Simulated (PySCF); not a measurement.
The electron affinity along the third row

Calculated with PySCF 2.14 from differences of total energies of unrestricted determinants, without spin-orbit coupling. Values in eV. The last column holds reference values (measured affinities from photodetachment; the arrow runs from anion to atom). Unmarked ones compare directly (S terms, centres of terms, or small fine structure); those marked * lie between the lowest fine-structure levels and include a spin-orbit shift.

```json
{"element": "Al (def2-QZVPPD, non-relativistic)", "configurations": "[Ne] 3s2 3p2 → [Ne] 3s2 3p1", "PBE": "0.432", "MP2 (valence)": "0.282", "SCS-MP2 (valence)": "0.192", "CCSD (valence and next inner shell)": "0.276", "CCSD (valence)": "0.292", "CCSD(T) (valence)": "0.342", "reference": "0.433 *"}
{"element": "Si (def2-QZVPPD, non-relativistic)", "configurations": "[Ne] 3s2 3p3 → [Ne] 3s2 3p2", "PBE": "1.364", "MP2 (valence)": "1.331", "SCS-MP2 (valence)": "1.158", "CCSD (valence and next inner shell)": "1.256", "CCSD (valence)": "1.266", "CCSD(T) (valence)": "1.327", "reference": "1.390 *"}
{"element": "P (def2-QZVPPD, non-relativistic)", "configurations": "[Ne] 3s2 3p4 → [Ne] 3s2 3p3", "PBE": "0.675", "MP2 (valence)": "0.348", "SCS-MP2 (valence)": "0.434", "CCSD (valence and next inner shell)": "0.438", "CCSD (valence)": "0.445", "CCSD(T) (valence)": "0.503", "reference": "0.747 *"}
{"element": "S (def2-QZVPPD, non-relativistic)", "configurations": "[Ne] 3s2 3p5 → [Ne] 3s2 3p4", "PBE": "2.168", "MP2 (valence)": "1.979", "SCS-MP2 (valence)": "1.987", "CCSD (valence and next inner shell)": "1.907", "CCSD (valence)": "1.912", "CCSD(T) (valence)": "1.997", "reference": "2.077 *"}
{"element": "Cl (def2-QZVPPD, non-relativistic)", "configurations": "[Ar] → [Ne] 3s2 3p5", "PBE": "3.650", "MP2 (valence)": "3.680", "SCS-MP2 (valence)": "3.590", "CCSD (valence and next inner shell)": "3.466", "CCSD (valence)": "3.470", "CCSD(T) (valence)": "3.563", "reference": "3.613 *"}
```

The highest occupied level of the anion is positive for Al⁻ at PBE; Si⁻ at PBE; P⁻ at PBE; S⁻ at PBE; Cl⁻ at PBE, so there the basis helps to hold the electron.

"Valence" correlates the outer s and p shells and, in groups 3 to 12 and the f block, the outer d or f shell, open or full, or the next shell where the ion has no valence electron left; the wider scheme adds the next inner shell.
